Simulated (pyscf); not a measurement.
Elementary routes open to Cl–GeH₃ + hydrogen (H₂) in the gas phase (singlet surface):
A. Cl–GeH: [singlet] + hydrogen (H₂) + hydrogen (H₂) (Ge–H, Ge–H, H–H broken; H–H, H–H formed)
B. germane (GeH₄) + hydrogen chloride (HCl) (Cl–Ge, H–H broken; Ge–H, Cl–H formed)

Optimised with ωB97X-D3(BJ)/def2-SVP in PySCF.

Rank the routes by free-energy barrier at 298 K, lowest first, for ωB97M-D3(BJ)/def2-TZVP energies (ideal gas, 1 atm, RRHO with modes under 100 cm⁻¹ raised to 100, one conformer, R ln 2 for chiral ones without a mode under 150 cm⁻¹).

B (253.2 kJ/mol), A (311.7 kJ/mol)

Route B is the fastest of these, ahead of the next by 58.5 kJ/mol. The most stable products are those of B (ΔG = +49.6 kJ/mol), so kinetics and thermodynamics agree. At 1200 K B is still the fastest. Only these routes are compared; each barrier is that of the saddle found, and lower ones may exist. Elements up to Kr have no core potential and no relativistic terms here.
